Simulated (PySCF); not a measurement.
**Mass spectrum arithmetic for FHO**

Species: `OF` (FHO).

Calculated from tabulated atomic weights, isotope masses and abundances; no fragmentation.

(1) What are the average molar mass and the monoisotopic mass?

(2) What cluster does the molecular ion M+• show when like nominal masses merge?

(3) Give the mass fraction of each element.

(4) How many rings plus π bonds does the formula give with the usual valences, and does the nitrogen rule hold?

(5) What share of all molecules is the monoisotopic species?

Answers

(1) For FHO, with standard atomic weights, 1 × 15.999 + 1 × 18.998 + 1 × 1.008 = 36.005 g/mol. From the most abundant isotopes (16O, 19F, 1H), 1 × 15.994915 + 1 × 18.998403 + 1 × 1.007825 = 36.0011 u.

(2) 
| nominal mass | m/z (centroid) | relative intensity |
| --- | --- | --- |
| 36 | 36.0006 | 100.0 |
| 38 | 38.0048 | 0.2 |

Lines under 0.1 % of the tallest are left out. One electron mass, 0.00055 u, is taken off.

(3) O 44.44 %, F 52.76 %, H 2.80 %.

(4) (2 × 0 + 2 + 0 − 2)/2 = 0; the structure has 0 rings and 0 π bonds. The nominal mass 36 is even, with 0 nitrogens, as the rule says.

(5) 0.99757 × 1 × 0.999885 = 99.75 %.
